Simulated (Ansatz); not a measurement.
Ansatz (an electronic-structure program) input (CCSD(T)/cc-pCVDZ): A basis named .json is the Basis Set Exchange file of that set (core-valence sets with the plain set on hydrogen).

Ansatz 0.2 input:
```yaml
crystal:
  periodic: [false, false, false]
  atoms:
    - {symbol: N, position_ang: [-0.00000000, -0.00000000, -0.54544247]}
    - {symbol: N, position_ang: [0.00000000, 0.00000000, 0.54544247]}
basis:
  gaussian:
    orbitals: cc-pCVDZ.json
magnetization: {spin_polarized: false}
correlation: {method: ccsd_t, electrons: outside_noble_gas}
```

Output:

```
Functional definition: HF
integrals: 0.01 GiB planned
318 factors; integrals over basis functions are off by at most 7.2e-4 eV
mean field: 0.05 GiB planned
mean field evaluation 1: about -2964.5704 eV, gradient 1.0e1 eV
mean field evaluation 2: about -2964.5714 eV, gradient 1.0e1 eV
mean field evaluation 4: about -2964.8361 eV, gradient 3.9e-1 eV
mean field evaluation 8: about -2964.8365 eV, gradient 1.9e-5 eV
mean field evaluation 16: about -2964.8365 eV, gradient 3.4e-7 eV
mean field -2964.83649140 eV, -108.9557314205 hartree, gradient 3.4e-7 eV, S^2 0.000000; 0 other end points of the search recorded, 0 dependent functions left out
2 core orbitals not correlated
reference -2964.83649140 eV, -108.9557314205 hartree; 5, 5 occupied and 29, 29 virtual orbitals, 318 factors
second order -8.41124593 eV of doubles, -0.00000000 eV of singles
coupled cluster: 0.05 GiB planned
cycle   1  -8.11720306 eV  change    2.9e-1 eV  update   7.4e-2
cycle   2  -8.41577395 eV  change   -3.0e-1 eV  update   2.2e-2
cycle   3  -8.47489071 eV  change   -5.9e-2 eV  update   9.2e-3
cycle   4  -8.48250614 eV  change   -7.6e-3 eV  update   2.4e-3
cycle   5  -8.48340030 eV  change   -8.9e-4 eV  update   4.4e-4
cycle   6  -8.48342412 eV  change   -2.4e-5 eV  update   8.6e-5
cycle   7  -8.48346584 eV  change   -4.2e-5 eV  update   1.7e-5
cycle   8  -8.48345629 eV  change    9.6e-6 eV  update   3.6e-6
perturbative correction -0.32565340 eV, -0.0119675417 hartree
Total energy: -2973.64560109 eV, -109.2794602307 hartree
```
